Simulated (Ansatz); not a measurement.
Reactions of `C1CCCC1`.

Gas-phase electronic energies from Ansatz, PBE0-D4/def2-TZVP geometries. CCSD(T)/CBS is the MP2 limit (def2-TZVPP, def2-QZVPP) plus CCSD(T) − MP2 in def2-TZVPP, frozen cores. This one scheme is used for every species, atoms too. No spin–orbit coupling; open shells (•) take unrestricted orbitals. Spin–orbit coupling would lower the free atoms: a little for C. Each species was taken in one conformer, which may not be the lowest.

(1) Order these by ΔE at CCSD(T)/CBS, lowest first. (Estimate.)
A. `C1CCCC1` → `C=CC(C)C`
B. `C1CCCC1` → 5 C• + 10 H•
C. `C1CCCC1` → `CC1(C)CC1`

Largest T1 diagnostic: 0.009, for `C=CC(C)C`.

## Answers

(1) A (+56.5 kJ/mol), C (+74.1 kJ/mol), B (+6120.9 kJ/mol).
